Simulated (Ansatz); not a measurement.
**HCl (singlet): wave-function methods side by side at distance Cl1–H2 = 1.429 Å, cc-pVDZ**

Aim: climb from Hartree-Fock through coupled cluster and multireference methods for HCl (singlet) at one geometry and basis, and see what each rung misses.

Method: cc-pVDZ, core rule «outside noble gas», up to 5 orbitals frozen; program: Ansatz 0.2.0, Gaussian basis.

Plan: UHF; CCSD(T) on RHF; BCCD(T) on RHF; CISD; CCSDT(Q) on RHF; CISDTQ; CCSDTQ on RHF; CASSCF and MRCISD+Q, 2 electrons in 2 orbitals; CASSCF and NEVPT2, 2 electrons in 2 orbitals; CASSCF and MRCISD+Q, 8 electrons in 5 orbitals; CASSCF and NEVPT2, 8 electrons in 5 orbitals; Full CI.

17 further runs of the same task are left out: 12 that didn't finish, 5 set aside as unsound or not needed.

**1. The system**

The geometry derives from a PBE0/def2-TZVP stationary point (not a proven minimum). One bond is set to the value named and the two fragments are kept rigid.

2 atoms, charge 0, spin multiplicity 1.

Atoms are counted from 1 here; the program's logs count them from 0.

Bond lengths: Cl1–H2 1.429 Å.

**2. UHF**

Contents of in.yaml:

```yaml
crystal:
  periodic: [false, false, false]
  atoms:
    - {symbol: Cl, position_ang: [0.000000, 0.000000, 0.000000]}
    - {symbol: H, position_ang: [0.000000, 0.000000, 1.429000]}
basis:
  gaussian: {orbitals: cc-pVDZ}
magnetization: {spin_polarized: true, initial_magnetization: 0}
hamiltonian: {xc: hf}
output: {orbitals: {seedname: orbitals}}
```

On the command line:

```console
$ ansatz run in.yaml --threads 1 --pin off --events-out ev --progress --plain --max-ram 2393MiB
```

Further steps of the session: CCSD(T) on RHF; BCCD(T) on RHF; CISD; CCSDT(Q) on RHF; CISDTQ; CCSDTQ on RHF; CASSCF and MRCISD+Q, 2 electrons in 2 orbitals; CASSCF and NEVPT2, 2 electrons in 2 orbitals; CASSCF and MRCISD+Q, 8 electrons in 5 orbitals; CASSCF and NEVPT2, 8 electrons in 5 orbitals; Full CI.

**Question.** What will the summary of the whole plan be? Wanted: FCI below the RHF energy; RMP2 from FCI; RCCSD from FCI; RCCSD(T) from FCI; RCCSDT(Q) from FCI; NEVPT2 pair from FCI; MRCISD+Q pair from FCI; NEVPT2 valence from FCI; T1 diagnostic.

The runs gave:

| quantity | value |
| --- | --- |
| FCI below the RHF energy | -4.5807 eV |
| RMP2 from FCI | +12.78 kcal/mol |
| RCCSD from FCI | +1.99 kcal/mol |
| RCCSD(T) from FCI | +0.36 kcal/mol |
| RCCSDT(Q) from FCI | +0.02 kcal/mol |
| NEVPT2 pair from FCI | +11.10 kcal/mol |
| MRCISD+Q pair from FCI | -0.28 kcal/mol |
| NEVPT2 valence from FCI | +19.45 kcal/mol |
| levels within 1 kcal/mol (43 meV) | RCCSD(T), BCCD(T), RCCSDT, CISDTQ, RCCSDT(Q), RCCSDTQ, MRCISD+Q pair, MRCISD+Q valence |
| T1 diagnostic | 0.006 |
| effectively unpaired electrons | 0.04 |

What this shows: RCCSD(T) misses by +0.36 kcal/mol, 0.3 % of the correlation energy. MRCISD+Q pair, MRCISD+Q valence fall below full CI: the +Q correction isn't variational, and the cores differ from full CI's. One determinant dominates. Of the multireference levels listed MRCISD+Q valence comes nearest in total energy (-0.23 kcal/mol), which doesn't show that its space is the better one. These misses are within one basis, not against nature.
